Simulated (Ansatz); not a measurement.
Rock-salt HfC, treated with BLYP (Ansatz, an electronic-structure program, PAW).

Settings: plane-wave cutoff 520 eV, 16×16×16 k mesh, Fermi–Dirac smearing 0.1 eV, perturbation theory, scalar-relativistic PAW data made under PBE.

Cell (relaxed at this level):

```
CELL_PARAMETERS angstrom
      0.00000     2.34991     2.34991
      2.34991     0.00000     2.34991
      2.34991     2.34991     0.00000
ATOMIC_POSITIONS crystal
  Hf 0.00000 0.00000 0.00000
  C  0.50000 0.50000 0.50000
```

Task: What does this level give for the TO(Γ) frequency?

Result: 
- TO(Γ) frequency = 385 cm⁻¹

Spin–orbit coupling is not included.

It cost very roughly 40 core-minutes of CPU time.
